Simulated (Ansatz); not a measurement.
# Scan of [Br···H···H], doublet

Starting geometry:

```xyz
3

Br    0.0000    0.0000   -1.4079
H     0.0000    0.0000    0.0127
H     0.0000    0.0000    1.3951
```

From there H2 is moved from one fragment to the other while all else, the fragments' distance too, stays fixed, so the hump isn't the reaction's barrier; atoms are numbered as listed. Energies are in eV, counted from the starting geometry at the same level.

Basis cc-pVDZ; Ansatz 0.2.0. Correlated methods freeze the noble-gas cores and the filled d shells of p-block atoms. Prefix R: restricted or restricted open-shell reference; prefix U: unrestricted. Active spaces: valence = (9e, 6o) chosen from the atoms' valence shells. No spin–orbit coupling is included, and no scalar relativity.

Runs in a small pair space aren't shown, since their orbitals change along the scan.

Full CI is exact within this basis and frozen core; it isn't the basis-set limit. The frozen core follows each run's orbitals, which can shift R against U totals by a few meV for light atoms and by up to 0.1 eV past Ca.

| distance Br1-H2 (Å) | full CI | unpaired electrons (full CI) | error UHF | error UCCSD(T) | error RCCSDT | error UCCSDT | error CASSCF (valence space) | error NEVPT2 (valence space) |
| --- | --- | --- | --- | --- | --- | --- | --- | --- |
| 1.321 | 0.200 | 1.03 | -0.064 | -0.002 | -0.001 | 0.000 | -0.017 | -0.003 |
| 1.421 | 0.000 | 1.03 | 0.000 | 0.000 | 0.000 | 0.000 | 0.000 | 0.000 |
| 1.512 | 0.004 | 1.04 | 0.068 | 0.002 | 0.001 | 0.000 | 0.024 | 0.009 |
| 1.603 | 0.053 | 1.04 | 0.133 | 0.004 | 0.001 | 0.000 | 0.051 | 0.021 |
| 1.694 | 0.041 | 1.04 | 0.176 | 0.004 | 0.001 | 0.000 | 0.070 | 0.042 |
| 1.785 | -0.090 | 1.04 | 0.179 | 0.002 | 0.000 | -0.001 | 0.072 | 0.069 |
| 1.876 | -0.314 | 1.03 | 0.134 | -0.001 | -0.002 | -0.003 | 0.062 | 0.095 |
| 1.967 | -0.536 | 1.03 | 0.060 | -0.004 | -0.002 | -0.004 | 0.049 | 0.114 |
| 2.058 | -0.626 | 1.02 | -0.018 | -0.006 | -0.002 | -0.004 | 0.039 | 0.128 |

Unpaired electrons are Σ n²(2−n)² over natural occupations. Errors are those of relative energies. In total energy the starting point itself misses full CI by: UHF 4.020, UCCSD(T) 0.014, RCCSDT 0.007, UCCSDT 0.007, CASSCF (valence space) 3.551, NEVPT2 (valence space) 0.773 eV.

Spread of the error over the points with a reference, to 2.058 Å (largest less smallest): RCCSDT 0.004, UCCSDT 0.005, UCCSD(T) 0.010, CASSCF (valence space) 0.089, NEVPT2 (valence space) 0.130, UHF 0.242 eV.
